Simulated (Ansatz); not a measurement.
# FP2: the cost of one run

Program: Ansatz 0.2.0, Gaussian basis. Level of theory: def2-QZVPP, all electrons in the functionals. These are calculated values, not measurements.

Plan: PBE, BLYP, r2SCAN, B97M-V, PBE0, B3LYP, at charge 0, quartet; charge 0, doublet; charge 0, sextet; charge 1, triplet; charge 1, quintet.

## 1. The geometry

The geometry is a PBE0/def2-TZVP stationary point (not a proven minimum).

3 atoms, charge 0, spin multiplicity 4.

Atoms are counted from 1 here; the program's logs count them from 0.

Bond lengths: F1–P2 1.607 Å, P2–P3 2.278 Å. Angles: F1–P2–P3 98.1°.

No dispersion term is added; B97M-V holds VV10 nonlocal correlation. B3LYP takes the VWN-RPA correlation.

The geometry shown and the zero of energy belong to the point charge 0, quartet. The yardstick, UCCSD(T), and other wave-function levels (R restricted, U unrestricted, valence and pair active spaces) come from earlier runs.

## 2. PBE, charge 0, quartet

Input file in.yaml:

```yaml
crystal:
  periodic: [false, false, false]
  atoms:
    - {symbol: F, position_ang: [0.000000, -0.771205, 1.406859]}
    - {symbol: P, position_ang: [0.000000, 0.637627, 0.634340]}
    - {symbol: P, position_ang: [0.000000, -0.164593, -1.497266]}
basis:
  gaussian: {orbitals: "def2-QZVPP.json"}
magnetization: {spin_polarized: true, initial_magnetization: 3}
hamiltonian: {xc: {name: PBE}}
output: {orbitals: {seedname: orbitals}}
```

Launch:

```console
$ ansatz run in.yaml --threads 1 --pin off --events-out ev --progress --plain --max-ram 2393MiB
```

**Question.** How long does this run take on 1 thread of Arm Neoverse V1, shared host, and how much memory does it need?

About 16 s, with a peak of 0.38 GiB.
